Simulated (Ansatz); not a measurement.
**Reading a saddle point**

A first-order saddle point of CH3ClF (charge -1), closed shell, PBE0-D4/def2-TZVPD, with one imaginary mode of 390i cm⁻¹:

```
6
angstrom
F -1.1030 1.0307 1.3021
C 0.0372 -0.0348 -0.0439
Cl 1.1911 -1.1129 -1.4061
H -0.9179 -0.4474 -0.3077
H 0.2810 0.9488 -0.3975
H 0.5116 -0.3844 0.8533
```

Computed with Ansatz 0.2.0 (basis: def2-TZVPPD and def2-QZVPPD); correlated methods freeze the cores. Extrapolation: Hartree–Fock as exp(−7.88 √X), correlation as X^−2.97.

**Question.** Which contacts change along the imaginary mode, and what lies on either side? (Judge from chemistry; the calculation decides.)

**Answer.** By the calculation: The step is [CH₃F ([CH3][F]) + Cl]⁻ → [CH₃Cl ([CH3][Cl]) + F]⁻, with the molecules in contact on both sides. Shortening one way: C2–Cl3; lengthening the same way: F1–C2.
```json
{"pair": "C2–Cl3", "one side (Å)": "3.21", "saddle (Å)": "2.09", "other side (Å)": "1.85"}
{"pair": "F1–C2", "one side (Å)": "1.41", "saddle (Å)": "2.06", "other side (Å)": "2.47"}
```

**Question.** Which side is lower, and how far does the saddle lie above each? (To be estimated.)

**Answer.** The calculation gives: The side with F1–C2 short is lower by 1.143 eV; the saddle lies 1.282 eV above it and 0.139 eV above the other (CCSD(T) at an estimated basis limit (MP2 extrapolated from triple and quadruple zeta, plus CCSD(T) − MP2 in triple zeta); electronic energies).

T1 diagnostic: at most 0.019.

Labels in which every atom is bracketed show which atoms are joined, not bond orders.

For scale, one of the runs: CCSD(T)/def2-TZVPPD, 179 basis functions, launched by `ansatz run in.yaml --threads 2 --pin off --events-out ev --progress --plain --max-ram 4352MiB`. Hardware: 2 CPU threads of an Arm Neoverse V2, shared host. Wall time 46 s; peak host memory 1.7 GiB.
